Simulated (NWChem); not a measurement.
**Basis-set dependence for O₂ (+1)**

```xyz
2

O      0.0000     0.0000     0.5535
O      0.0000     0.0000    -0.5535
```
Charge +1, spin multiplicity 2.

All runs are NWChem calculations. All single points use one geometry, from UB3LYP/def2-SVP, a minimum by its harmonic frequencies.

Hartree-Fock energies in Ha, correlation energies in mHa.

The correlated methods keep 2 core orbitals frozen. The structure started from a generated list of species. The unpaired electrons of the parent sit in orbitals of symmetry b2g (D2h labels of the run); other states weren't searched. The stability of the SCF solutions was not checked. Open-shell Hartree-Fock references start from PBE0 orbitals. No row is a measurement; the coupled-cluster row has its own basis-set and correlation limits.

```tsv
basis	functions	UHF	UMP2	SCS-UMP2	CCSD on ROHF	CCSD[T] on ROHF	CCSD(T) on ROHF	CCSD on UHF	CCSD[T] on UHF	CCSD(T) on UHF	CCSDT on ROHF	URI-MP2
3-21G	18	-148.27147	-290.6	-276.0	-273.5	-284.6	-283.8	-268.6	-279.4	-278.3	-283.3	not run
cc-pVDZ	28	-149.17873	-373.5	-357.6	-374.5	-388.6	-388.1	-366.7	-380.5	-379.6	-387.9	-373.7
cc-pVTZ	60	-149.22885	-452.7	-437.9	-451.1	-473.4	-472.6	-442.4	-464.2	-463.0	not run	-452.7
cc-pVQZ	110	-149.24108	-483.2	-470.8	not run	not run	not run	not run	not run	not run	not run	-483.2
```

From cc-pVTZ to cc-pVQZ the Hartree-Fock energy moves by -12.2 mHa and the UMP2 correlation energy by -30.5 mHa, which is 6 % of its value in the larger set.
